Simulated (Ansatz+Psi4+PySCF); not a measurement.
## singlet OF2: levels of theory in one basis

```xyz
3

F     0.0000    1.1106   -0.2737
O     0.0000    0.0000    0.6159
F     0.0000   -1.1106   -0.2737
```

Basis set: cc-pVTZ (spherical functions). Frozen core: 3 orbitals. Charge 0, multiplicity 1.

Computed with Ansatz (development build ahead of 0.2.0) and Psi4 1.11; each method stands on the lowest determinant of its kind that the runs found.

```csv
method,E − E(RHF) (eV),<S²> of the determinant
RHF,0.00,0.00
RHF-MP2,-20.76,–
RHF-CCSD(T),-21.65,–
```

(1) What does RHF-CCSD give on the same scale?

Results:

(1) -20.82 eV.

Caution: unrestricted orbitals would lower the determinant.
